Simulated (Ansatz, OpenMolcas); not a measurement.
B2 (SMILES B#B): methods side by side

The species is B2 (2 atoms), meant as a triplet with charge 0. As SMILES, `B#B`. Geometry: relaxed at GFN2-xTB.

```xyz
2

B     0.0000    0.0000    0.0000
B     0.0000    0.0000    1.4051
```

Each level gives the energy change with the B1–B2 bond stretched from 1.405 to 3.513 Å (eV). The values are calculated.

```tsv
level	kind	program	value (eV)	less FCI/3-21G	CPU time (all runs)
USVWN5/3-21G	LDA	Ansatz	2.35	+0.80	7.3 s
UBLYP/3-21G	GGA	Ansatz	1.77	+0.22	13 s
UPBE/3-21G	GGA	Ansatz	2.14	+0.59	14 s
U-r2SCAN/3-21G	meta-GGA	Ansatz	2.42	+0.87	33 s
UPBE0/3-21G	global hybrid	Ansatz	2.33	+0.78	15 s
UCCSD/3-21G	coupled cluster or CI	Ansatz	1.55	0.00	1.7 s
UCCSDT/3-21G	coupled cluster or CI	Ansatz	1.54	-0.01	4.4 s
FCI/3-21G	exact in the basis	OpenMolcas	1.55	0.00	23 s
```

FCI/3-21G is exact within its basis and frozen core, so for wave-function methods in that basis the difference is their error; functionals converge differently with the basis, so for them it is only a difference. The first shape isn't each level's own minimum. The values span 1.54 to 2.42 eV. Spin contamination of the reference (⟨S²⟩ at least 0.1 too high) touches USVWN5/3-21G, UBLYP/3-21G, UPBE/3-21G, U-r2SCAN/3-21G, UPBE0/3-21G, UCCSD/3-21G, UCCSDT/3-21G. All rows use very small basis sets, so none should be taken for the real molecule's value. Times are those of the runs behind each value, whatever else they computed, on shared processors of several kinds: orders of magnitude only.
